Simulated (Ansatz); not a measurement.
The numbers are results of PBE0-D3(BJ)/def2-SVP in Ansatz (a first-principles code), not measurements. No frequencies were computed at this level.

Ansatz 0.2 input:
```yaml
crystal:
  periodic: [false, false, false]
  atoms:
    - { symbol: Cl, position_ang: [2.00466, -0.306283, 0.089433] }
    - { symbol: Al, position_ang: [0.000061, -0.000017, 0.000094] }
    - { symbol: Cl, position_ang: [-0.737354, 1.890873, -0.033924] }
    - { symbol: Cl, position_ang: [-1.267366, -1.584574, -0.055604] }
basis:
  gaussian: { orbitals: def2-svp }
hamiltonian:
  xc: pbe0
  dispersion: d3bj
relax:
  max_steps: 150
```

Output:

```
Functional definition: PBE0
682 factors; integrals over basis functions are off by at most 2.7e-4 eV
mean field evaluation 1: about -44140.6052 eV, gradient 1.7e1 eV
mean field evaluation 2: about -44140.6770 eV, gradient 1.6e1 eV
mean field evaluation 4: about -44141.3179 eV, gradient 2.6e-1 eV
mean field evaluation 8: about -44141.3199 eV, gradient 1.5e-3 eV
mean field -44141.31994270 eV, -1622.1635878329 hartree, gradient 7.1e-6 eV, S^2 0.000000; 0 other end points of the search recorded, 0 dependent functions left out
reference -44141.31996660 eV, -1622.1635887112 hartree; 32, 32 occupied and 40, 40 virtual orbitals, 682 factors
relax step   1: F+E_penalty+E_count = -44141.44191492 eV  Δ(F+E_penalty+E_count) = +0.000e0 eV  max|allowed force component| = 1.028e0 eV/Å  Δτ_max = 0.0000 Å  (21 SCF iters, accepted)
these checks for a lower state are left out or cut short: starts, cluster_reference, orbital_swaps, neighbouring_geometries, increment
682 factors; integrals over basis functions are off by at most 3.2e-4 eV
mean field evaluation 16: about -44141.3933 eV, gradient 4.0e-2 eV
mean field -44141.39333291 eV, -1622.1662848735 hartree, gradient 1.2e-5 eV, S^2 0.000000; 0 other end points of the search recorded, 0 dependent functions left out
reference -44141.39335695 eV, -1622.1662857569 hartree; 32, 32 occupied and 40, 40 virtual orbitals, 682 factors
relax step   2: F+E_penalty+E_count = -44141.51207923 eV  Δ(F+E_penalty+E_count) = -7.016e-2 eV  max|allowed force component| = 1.727e-1 eV/Å  Δτ_max = 0.0573 Å  (23 SCF iters, accepted)
these checks for a lower state are left out or cut short: starts, cluster_reference, orbital_swaps, neighbouring_geometries, increment
682 factors; integrals over basis functions are off by at most 3.2e-4 eV
mean field -44141.39525102 eV, -1622.1663553628 hartree, gradient 1.1e-5 eV, S^2 0.000000; 0 other end points of the search recorded, 0 dependent functions left out
reference -44141.39527505 eV, -1622.1663562456 hartree; 32, 32 occupied and 40, 40 virtual orbitals, 682 factors
relax step   3: F+E_penalty+E_count = -44141.51445359 eV  Δ(F+E_penalty+E_count) = -2.374e-3 eV  max|allowed force component| = 2.317e-2 eV/Å  Δτ_max = 0.0079 Å  (23 SCF iters, accepted)
these checks for a lower state are left out or cut short: starts, cluster_reference, orbital_swaps, neighbouring_geometries, increment
682 factors; integrals over basis functions are off by at most 3.1e-4 eV
mean field -44141.39522502 eV, -1622.1663544072 hartree, gradient 2.4e-5 eV, S^2 0.000000; 0 other end points of the search recorded, 0 dependent functions left out
reference -44141.39524904 eV, -1622.1663552899 hartree; 32, 32 occupied and 40, 40 virtual orbitals, 682 factors
relax step   4: F+E_penalty+E_count = -44141.51449632 eV  Δ(F+E_penalty+E_count) = -4.273e-5 eV  max|allowed force component| = 1.897e-4 eV/Å  Δτ_max = 0.0012 Å  (16 SCF iters, accepted)
682 factors; integrals over basis functions are off by at most 3.1e-4 eV
mean field evaluation 32: about -44141.3931 eV, gradient 2.3e-2 eV
mean field -44141.39522502 eV, -1622.1663544072 hartree, gradient 2.4e-5 eV, S^2 0.000000; 1 other end points of the search recorded, 0 dependent functions left out
reference -44141.39524904 eV, -1622.1663552899 hartree; 32, 32 occupied and 40, 40 virtual orbitals, 682 factors
Total energy: -44141.51452034 eV, -1622.1707384293 hartree
Atom 0 at     2.052101    -0.313528     0.091581 Å, force    -0.000172     0.000028    -0.000008 eV/Å
Atom 1 at    -0.000049     0.000008    -0.000003 Å, force     0.000041    -0.000009     0.000002 eV/Å
Atom 2 at    -0.754714     1.935793    -0.034692 Å, force     0.000039    -0.000190     0.000002 eV/Å
Atom 3 at    -1.297337    -1.622274    -0.056888 Å, force     0.000092     0.000170     0.000004 eV/Å
Dipole moment:    -0.000077     0.000012    -0.000004 e Å
```

Cost: around 8 core-seconds (rough).
